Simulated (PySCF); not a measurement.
Si(Cl)4, SMILES Cl[Si](Cl)(Cl)Cl (Cl4Si) (PBE0/def2-SVP optimised geometry):

```
5

Cl    -1.358    -1.919     1.662
Si    -0.679    -0.960     0.000
Cl    -1.357     0.960     0.000
Cl     1.357    -0.960     0.000
Cl    -1.357    -1.920    -1.662
```

Computed with PBE0/def2-TZVP in PySCF.

What are the frontier orbital energies and the dipole moment?

HOMO-2 -9.55 eV, HOMO-1 -9.55 eV, HOMO -9.55 eV, LUMO -0.78 eV, LUMO+1 0.52 eV; dipole moment 0.00 D.

On the same geometry PySCF 2.14.0 with PBE/def2-TZVP gives HOMO-2 -8.11 eV, HOMO-1 -8.11 eV, HOMO -8.11 eV, LUMO -1.79 eV, LUMO+1 -0.43 eV; dipole moment 0.00 D.

Meta-Löwdin charges at PBE0/def2-TZVP: Cl1 -0.24, Si2 0.97, Cl3 -0.24, Cl4 -0.24, Cl5 -0.24.
